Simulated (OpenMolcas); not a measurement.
# How basis sets differ on CH8BN (SMILES [BH3-][NH2+]C)

The species is CH8BN (11 atoms), meant as a singlet with charge 0. SMILES: `[BH3-][NH2+]C`. The coordinates come from a PBE0-D4/def2-TZVP relaxation.

Each level gives the HOMO–LUMO gap (eV). The values are calculated.

```json
{"level": "HF/ANO-R0 (sfX2C)", "kind": "Hartree–Fock", "program": "OpenMolcas", "value (eV)": "15.82", "CPU time": "1.9 s"}
{"level": "HF/STO-3G", "kind": "Hartree–Fock", "program": "OpenMolcas", "value (eV)": "23.68", "CPU time": "3.2 s"}
{"level": "HF/3-21G", "kind": "Hartree–Fock", "program": "OpenMolcas", "value (eV)": "16.66", "CPU time": "3.6 s"}
{"level": "HF/cc-pVDZ", "kind": "Hartree–Fock", "program": "OpenMolcas", "value (eV)": "14.99", "CPU time": "10 s"}
```

The values span 14.99 to 23.68 eV. A Hartree–Fock LUMO above zero doesn't converge with the basis: it sinks as sets grow more diffuse. Orbital gaps aren't excitation energies. Times are those of the runs behind each value, whatever else they computed, on shared processors of several kinds: orders of magnitude only.
